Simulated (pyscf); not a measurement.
PySCF, gas phase, ωB97X-D3(BJ)/def2-SVP geometries. Correlated levels are frozen-core, on RHF or UHF. ΔMP2 is the change of the MP2 total energy from the triple- to the quadruple-zeta basis.

**Question.** Estimate the classical barrier height and the reaction energy of H₃C–GaH–CH₃ (SMILES [CH3][GaH][CH3]) -> H₃C–CH₂–GaH₂ (SMILES C[CH2][GaH2]) at CCSD(T)/def2-TZVPP + ΔMP2(QZVPP). The step runs on the singlet surface, breaks C–Ga, C–H and forms C–C, Ga–H; take the reactant's lowest minimum found as zero.

**Answer.** ΔE‡ = 372.4 kJ/mol, ΔE = +50.3 kJ/mol. Zero-point energy shifts the barrier by -16.0 kJ/mol. It is a concerted two-bond exchange, with an imaginary mode of 407i cm⁻¹. The same reactants have a lower exit, to CH₃• + [H₃C–GaH]• (no saddle counted: cutting one bond costs +330.5 kJ/mol at ωB97M-D3(BJ)/def2-TZVP, against +379.9 kJ/mol here). One saddle was located; it need not be the lowest between these sides. The CCSD(T) − MP2 part came from Ansatz, without density fitting, on the same reference. The largest closed-shell T1 diagnostic is 0.033, which may signal static correlation. The frozen core leaves the outer d or s,p core shells of the metals and heavy elements correlated in the MP2 and CC values, and def2-TZVPP describes them poorly, which can shift differences by a few kcal/mol. Elements up to Kr have no core potential and no relativistic terms here.
